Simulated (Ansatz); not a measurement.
Basis-set extrapolation for C$_{8}$H$_{18}$ (`CCCC(C)CCC`) (PBE0-D4/def2-TZVP geometry, frozen core, Ansatz 0.2.0). Multiplicity 1, RHF reference.

|  | def2-TZVPP | def2-QZVPP |
| --- | --- | --- |
| HF | -313.548081 | -313.562960 |
| MP2 correlation | -1.419597 | -1.506592 |
| CCSD(T) correlation | -1.569598 | not run |

Energies in hartree. Use E(X) = E(∞) + A·exp(−7.88·√X) for Hartree–Fock and E(X) = E(∞) + B·X^(−2.97) for correlation, with X = 3 and 4, and add CCSD(T) minus MP2 of the smaller set to the MP2 limit.

Task: What is the CCSD(T) energy at the basis-set limit?

Result: HF limit: -313.562960 + (-0.014879) × 0.13774 = -313.56501. MP2 limit: -1.506592 + (-0.086995) × 0.74074 = -1.57103. Higher-order term: -1.569598 − (-1.419597) = -0.15000. Total: -315.28604 hartree, 442.0 kJ/mol below CCSD(T)/def2-TZVPP.
